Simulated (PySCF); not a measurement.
**BHCl, doublet: computed properties**

These are results of UPBE0/[B def2-TZVP, H def2-TZVP, Cl def2-TZVP], no relativity, density fitting, PySCF, not measurements.

The structure is a minimum.

```xyz
3
charge 0 multiplicity 2, angstrom
B     0.2072    0.3821   -1.1809
H    -0.1366   -0.2519   -2.1318
Cl   -0.0613   -0.1130    0.4332
```

- Point group: Cs
- Bond lengths: B–Cl 1.710 Å, B–H 1.193 Å
- Bond angles: Cl–B–H 123.6°
- Spin squared ⟨S²⟩: 0.753
- Enthalpy at 298.15 K above 0 K: 10.23 kJ/mol
- Principal polarisabilities: 23.2, 23.3, 36.8 bohr³
- Heat capacity Cp at 298.15 K: 37.7 J/(mol K)
- Rotational symmetry number: 1
- Entropy at 298.15 K and 1 bar (electronic part: spin only): 239.7 J/(mol K)
- Dipole moment: 0.50 D
- Rotational constants: 20.06, 0.5936, 0.5766 cm⁻¹
- Lowest empty level (α): -2.07 eV
- Highest occupied level (α): -6.14 eV
- Atomisation energy without zero-point energy: 813 kJ/mol
- Zero-point energy: 26.3 kJ/mol
- Principal quadrupole moments (Buckingham, traceless) about the centre of mass: -2.34, 1.03, 1.31 D Å

Harmonic modes (masses in u: B 11.009, H 1.008, Cl 34.969):
```json
{"symmetry": "a'", "ω (cm⁻¹)": "844", "IR (km/mol)": "29.6", "μ (u)": "1.51", "type": "bend"}
{"symmetry": "a'", "ω (cm⁻¹)": "907", "IR (km/mol)": "90.0", "μ (u)": "3.33", "type": "bend"}
{"symmetry": "a'", "ω (cm⁻¹)": "2640", "IR (km/mol)": "78.5", "μ (u)": "1.09", "type": "stretch"}
```

Charges (e):
```
atom  Mulliken  Löwdin  polar tensor  spin (Mulliken)  Mayer order to B1
  B1      0.01   -0.65          0.39             0.91                  –
  H2      0.06    0.04         -0.06             0.04               0.95
 Cl3     -0.07    0.62         -0.33             0.05               1.40
```

Mulliken populations on B1: s 3.22, p 1.66, d 0.09, f 0.01.

Other isomers or separated fragments may lie lower.

The final relaxation and frequency run took 59 s on 2 threads of a shared Arm Neoverse V1 host, with 74 basis functions and 13 gradients; the process peaked at 0.7 GiB. Launch command: `OMP_NUM_THREADS=2 python axn.py task.json out`.
